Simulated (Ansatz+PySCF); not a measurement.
Results of a calculation; reference values are marked as such.
Input for PySCF 2.14.0:

```python
from pyscf import gto, scf, cc

mol = gto.M(atom="""
Al 0.000000 0.000000 0.000000
Na 0.000000 0.000000 6.000000
""", basis='6-31g', charge=-1, spin=1)
mf = scf.UHF(mol)
mf.kernel()
mycc = cc.CCSD(mf, frozen=10).run()
et = mycc.ccsd_t()
print(mf.e_tot, mycc.e_corr, et, mycc.e_tot + et)
```

The script is written out from the run's settings.

Output:

- Converged: yes
- Reference energy: -403.67902 hartree
- CCSD correlation energy: -0.05658 hartree
- Triples correction: -0.00022 hartree
- Total energy: -403.73582 hartree
- Spin squared of the determinant: 0.772

This is not the lowest solution: another run reaches a determinant 0.36 eV lower. Caution: no diffuse functions for an anion; another reference gives a lower total.
